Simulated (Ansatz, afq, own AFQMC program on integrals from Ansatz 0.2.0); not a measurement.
**H₂ + BH2, doublet in cc-pVTZ along one coordinate**

```xyz
5

H    -2.2119    0.0000    0.0000
H    -1.4669    0.0000    0.0000
B     0.2091    0.0000    0.0000
H     0.7182    0.0000    1.0770
H     0.7182    0.0000   -1.0770
```

A hydrogen atom is moved from one rigid fragment to the other; the H1–H2 distance tells how far. The two fragments are held close together, so this isn't a minimum-energy path and the start is a compressed complex. Energies in kJ/mol count from this geometry (0.745 Å) at the same level; the start stands on UHF, each point on the determinant named.

Basis cc-pVTZ. Only valence electrons are correlated. Integrals, coupled cluster, full CI and functionals: Ansatz 0.2.0; the random walks run on the same integrals in our own AFQMC program. The CISD trial takes its coefficients from CCSD amplitudes. Released means that phaseless walkers are propagated on without the constraint, phases kept. ± is one standard error of the sampling.

Cautions, each for one point or more: the ph-AFQMC/CISD walk drifts between its halves.

| r(H1–H2) / Å | det. | T1 | weight | ⟨S²⟩ | CCSD(T) | ph-AFQMC/CISD | released AFQMC | CCSDT(Q) | MP2 | HF |
| --- | --- | --- | --- | --- | --- | --- | --- | --- | --- | --- |
| 0.890 | UHF | 0.014 | 0.93 | 0.78 | -1.0 | -1.5 ± 0.2 | -1.0 ± 0.2 | -1.1 | 1.7 | 4.2 |
| 0.962 | UHF | 0.015 | 0.93 | 0.78 | -1.2 | -1.2 ± 0.2 | -1.2 ± 0.3 | -1.3 | 1.1 | 3.5 |
| 1.034 | UHF | 0.014 | 0.93 | 0.78 | -4.7 | -4.9 ± 0.2 | -4.6 ± 0.2 | -4.8 | -4.3 | -2.9 |
| 1.106 | UHF | 0.013 | 0.93 | 0.77 | -10.4 | -10.8 ± 0.2 | – | -10.4 | -12.8 | -13.0 |
| 1.251 | UHF | 0.010 | 0.94 | 0.76 | -14.8 | -15.1 ± 0.2 | -14.2 ± 0.2 | -14.6 | -22.1 | -27.2 |

Weight is that of the determinant in the CISD state; at the start T1 is 0.012 and the weight 0.93, and ⟨S²⟩ is 0.77. A dash marks a missing value, a released energy that hasn't settled or a functional that sits on another state. Largest departures from CCSDT(Q), at the points where its series has closed: CCSD(T) -0.2 kJ/mol at 1.251 (on UHF), ph-AFQMC/CISD -0.5 kJ/mol at 1.251 (on UHF), released AFQMC 0.4 kJ/mol at 1.251 (on UHF) (within the noise), MP2 -7.6 kJ/mol at 1.251 (on UHF), HF -12.6 kJ/mol at 1.251 (on UHF).

Some points may be missing: those where a free walk finds a much lower state, and past Zn most of those on another determinant than at the start.

CCSDT and higher add their correlation energy to the determinant of the CCSD(T) run, since their own runs factorise the integrals more tightly (a shift of under 2 meV). A walk keeps the symmetry of its determinant, which the program's search chose and which needn't be the lowest solution, so a lower state of the same spin and another symmetry isn't excluded. Released energies are given only where the last usable release times agree within the noise; a slower fall can still hide under it.
